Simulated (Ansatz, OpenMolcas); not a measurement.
Worked example: the enthalpy of formation of C2H3NO (Nitrosoethylene)

C2H3NO has 7 atoms, charge 0, and is taken as a singlet. As SMILES, `C=CN=O`. The shape is that of a PBE0-D4/def2-TZVP optimisation. This is one conformer, not always the lowest.

Total energies at HF/def2-SVPD (OpenMolcas 26.06); the atoms run unrestricted:

```
species    state  energy (Eh)
 C2H3NO  singlet  -206.526826
      C  triplet   -37.646258
      N  quartet   -54.337261
      O  triplet   -74.724233
      H  doublet    -0.499278
```

Harmonic wavenumbers at PBE0-D4/def2-TZVP, in cm⁻¹: 178, 349, 621, 690, 900, 1008, 1017, 1155, 1283, 1411, 1638, 1703, 3162, 3178, 3271.

Measured heats of formation of the gaseous atoms at 298.15 K, in kJ/mol: C 716.9, N 472.4, O 249.2, H 218.0. Spin-orbit lowering of the atoms at 298 K (mean of the ground term's levels less their thermal mean, from spectra), in kJ/mol: C 0.02, O 0.40. Take 1 Eh = 2625.50 kJ/mol, 1 cm⁻¹ = 0.0119627 kJ/mol, RT = 2.479 kJ/mol.

Question: What heat of formation follows?

Answer: 
1. Electronic atomisation energy: 2 × (-37.646258) + (-54.337261) + (-74.724233) + 3 × (-0.499278) − (-206.526826) = 0.674982 Eh = 1772.2 kJ/mol.
2. Zero-point energy: half the sum of the wavenumbers, 10782 cm⁻¹ = 129.0 kJ/mol.
3. Thermal vibrational enthalpy, Σ hcν̃/(exp(hcν̃/kT) − 1): 3.7 kJ/mol. Translation, rotation and pV of a non-linear molecule: 4 RT = 9.9 kJ/mol.
4. The 7 free atoms carry 5/2 RT each: 43.4 kJ/mol.
5. Spin-orbit coupling lowers the free atoms by 2 × 0.02 + 0.40 = 0.4 kJ/mol.
6. Atomisation enthalpy at 298 K: 1772.2 − 0.4 − 129.0 − 3.7 − 9.9 + 43.4 = 1672.6 kJ/mol.
7. Sum of the atoms' heats of formation: 2809.4 kJ/mol. Heat of formation: 2809.4 − 1672.6 = +1136.8 kJ/mol.

No measured value is set beside it here. Hartree–Fock leaves out correlation, which is larger in the molecule than in the atoms, so it underbinds and puts the heat of formation too high. Anharmonicity and any spin-orbit splitting of the molecule are left out.
